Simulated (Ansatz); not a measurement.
System: rock-salt BaS. Method: rVV10 (Ansatz, a quantum-chemistry and plane-wave program, plane waves, PAW).

Settings: plane-wave cutoff 520 eV, 10×10×10 k mesh, Fermi–Dirac smearing 0.01 eV, scalar-relativistic PAW data made under PBE.

Properties against volume:

| V (Å³/atom) | P (GPa) | direct gap at Γ (eV) | smallest gap on the k mesh (eV) |
|---|---|---|---|
| 31.096 | 3.21 | 3.741 | 1.999 |
| 31.757 | 2.02 | 3.624 | 2.030 |
| 32.419 | 0.96 | 3.512 | 2.059 |
| 33.081 | 0.00 | 3.405 | 2.085 |
| 33.742 | -0.86 | 3.303 | 2.108 |
| 34.404 | -1.62 | 3.205 | 2.129 |
| 35.065 | -2.31 | 3.111 | 2.149 |

The fundamental gap (2.08 eV at the equilibrium volume, with added k points) lies elsewhere than Γ–Γ.

Spin–orbit coupling is not included.
